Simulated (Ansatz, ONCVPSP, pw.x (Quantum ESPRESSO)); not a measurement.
# What a changed setting does to a pw.x run (diamond C)

Potential: optimised norm-conserving Vanderbilt (ONCV), ONCVPSP 4.0.1.1 (patched build), LDA (Perdew-Wang 92); core [He], reference 2s1.5 2p2.5; waves: 2s: rc 1.28 bohr, ncon 5, nbas 10, qcut 6.2 1/bohr, 2 projectors, debl 2.7 Ha; 2p: rc 1.85 bohr, ncon 5, nbas 10, qcut 9.3 1/bohr, 3 projectors, debl 0.3 Ha; local part: polynomial inside 0.80 bohr (lpopt 5, dvloc0 0 Ha); core correction: Teter function, fcfact 2, rcfact 1.65.

The reference run (k-mesh 13³, cutoffs 140/560 Ry, Fermi–Dirac 0.01 Ry, mixing_beta 0.4, conv_thr 1e-9, no spin) gives -3.08 GPa at 5.505 Å³/atom, where all-electron LAPW gives 0.26 GPa. This run, with its own iteration cap, changes mixing_mode to TF.

```
&control
  calculation='scf', prefix='x', pseudo_dir='./', outdir='./tmp', tstress=.true., disk_io='none'
/
&system
  ibrav=0, nat=2, ntyp=1, ecutwfc=140, ecutrho=560, nbnd=11,
  occupations='smearing', smearing='fd', degauss=0.01
/
&electrons
  conv_thr=1e-09, mixing_beta=0.4, electron_maxstep=50, mixing_mode='TF'
/
ATOMIC_SPECIES
C 1.0 C.UPF
CELL_PARAMETERS angstrom
  0.00000000 1.76570891 1.76570891
  1.76570891 0.00000000 1.76570891
  1.76570891 1.76570891 0.00000000
ATOMIC_POSITIONS crystal
C 0.0000 0.0000 0.0000
C 0.2500 0.2500 0.2500
K_POINTS automatic
13 13 13 0 0 0
```

```bash
pw.x < C.scf.in > C.scf.out
```

**Question.** How does the run end?

**Answer.** It converges in 9 iterations; the free energy moves by +0.0 meV/atom and the pressure by +0.00 GPa. The result is that of the reference run.

```
Message from routine setup:
     using ibrav=0 with symmetry is DISCOURAGED, use correct ibrav instead
     lattice parameter (alat)  =       4.7188  a.u.
     unit-cell volume          =      74.2992 (a.u.)^3
     number of electrons       =         8.00
     number of Kohn-Sham states=           11
     kinetic-energy cutoff     =     140.0000  Ry
     charge density cutoff     =     560.0000  Ry
     scf convergence threshold =      1.0E-09
     Exchange-correlation= SLA  PW   NOGX NOGC
     number of k points=    84  Fermi-Dirac smearing, width (Ry)=  0.0100
     iteration #  1     ecut=   140.00 Ry     beta= 0.40
     total energy              =     -23.54850481 Ry
     estimated scf accuracy    <       0.13965640 Ry
     iteration #  2     ecut=   140.00 Ry     beta= 0.40
     total energy              =     -23.51382948 Ry
     estimated scf accuracy    <       0.06687842 Ry
     iteration #  3     ecut=   140.00 Ry     beta= 0.40
     total energy              =     -23.52087983 Ry
     estimated scf accuracy    <       0.00061467 Ry
     iteration #  4     ecut=   140.00 Ry     beta= 0.40
     total energy              =     -23.52095453 Ry
     estimated scf accuracy    <       0.00008059 Ry
     iteration #  5     ecut=   140.00 Ry     beta= 0.40
     total energy              =     -23.52096163 Ry
     estimated scf accuracy    <       0.00000927 Ry
     iteration #  6     ecut=   140.00 Ry     beta= 0.40
     total energy              =     -23.52096293 Ry
     estimated scf accuracy    <       0.00000050 Ry
     iteration #  7     ecut=   140.00 Ry     beta= 0.40
     total energy              =     -23.52096297 Ry
     estimated scf accuracy    <          4.7E-09 Ry
     iteration #  8     ecut=   140.00 Ry     beta= 0.40
     total energy              =     -23.52096297 Ry
     estimated scf accuracy    <          3.6E-09 Ry
     iteration #  9     ecut=   140.00 Ry     beta= 0.40
     the Fermi energy is    15.6852 ev
!    total energy              =     -23.52096297 Ry
     estimated scf accuracy    <          4.3E-11 Ry
     smearing contrib. (-TS)   =      -0.00000000 Ry
     The total energy is F=E-TS. E is the sum of the following terms:
     one-electron contribution =       8.44827032 Ry
     hartree contribution      =       1.87080945 Ry
     xc contribution           =      -8.00954939 Ry
     ewald contribution        =     -25.83049334 Ry
     convergence has been achieved in   9 iterations
          total   stress  (Ry/bohr**3)                   (kbar)     P=      -30.74
     Message from routine punch:
     Nothing written, as per user request (disk_io='none')
```

The run took about 42 s on one core of a shared host (Neoverse-N1, 64 threads, 124 GiB, load 59).
